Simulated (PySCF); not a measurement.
**How the functional moves excitation energies**

Species: C3H9N.
InChI=1S/C3H9N/c1-4(2)3/h1-3H3

Linear-response calculations in the def2-SVPD basis (PySCF; singlets by full response, triplets Tamm–Dancoff, core orbitals frozen in the response; HF means time-dependent Hartree–Fock). 'Strongest' is the level of largest summed f among the singlets computed (10 roots, of which the last may lack a degenerate partner); it can jump between rows when another state enters that window. S1 is the lowest singlet of each run and needn't be the same state throughout; f(S1) is that of one state. Isolated species at its PBE0-D3(BJ)/def2-SVP geometry, gas phase.

| functional | kind | S1 (eV) | f(S1) | strongest (eV) | T1 (eV) | HOMO (eV) | gap (eV) | ionisation energy, ΔSCF (eV) |
| --- | --- | --- | --- | --- | --- | --- | --- | --- |
| LDA | LDA | 4.80 | 0.029 | 6.76 | 4.67 | -4.81 | 4.75 | 8.28 |
| PBE | GGA | 4.85 | 0.026 | 7.71 | 4.70 | -4.75 | 4.79 | 8.15 |
| B3LYP | global hybrid, 20% exact exchange | 5.40 | 0.029 | 7.37 | 5.26 | -5.89 | 6.33 | 8.29 |
| PBE0 | global hybrid, 25% exact exchange | 5.64 | 0.031 | 7.61 | 5.47 | -6.09 | 6.82 | 8.21 |
| BHandHLYP | global hybrid, 50% exact exchange | 6.24 | 0.033 | 8.21 | 6.06 | -7.41 | 8.63 | 8.16 |
| CAM-B3LYP | range-separated hybrid | 5.84 | 0.028 | 7.81 | 5.68 | -7.47 | 8.85 | 8.33 |
| wB97X-D | range-separated hybrid | 6.05 | 0.033 | 7.98 | 6.00 | -7.95 | 10.33 | 8.27 |
| LC-wPBE | range-separated hybrid | 6.51 | 0.029 | 8.43 | 6.29 | -8.75 | 11.24 | 8.36 |

Problem. What does HF (Hartree–Fock) give?

Solution. S1 (eV) 7.51, f(S1) 0.043, strongest (eV) 9.54, T1 (eV) 7.12, HOMO (eV) -9.50, gap (eV) 12.26, ionisation energy, ΔSCF (eV) not settled. S1 runs from 4.80 eV (LDA) to 7.51 eV (HF), a spread of 2.71 eV, while the orbital gap spreads over 7.5 eV. Along PBE (0%), B3LYP (20%), PBE0 (25%), BHandHLYP (50%), HF (100%) S1 rises with the share of exact exchange. −ε(HOMO) comes closest to its own ΔSCF ionisation energy with wB97X-D (-0.33 eV) and misses most with LDA (-3.47 eV). 'Not settled' means that the ion's SCF failed to converge or may have ended in another state than the lowest.
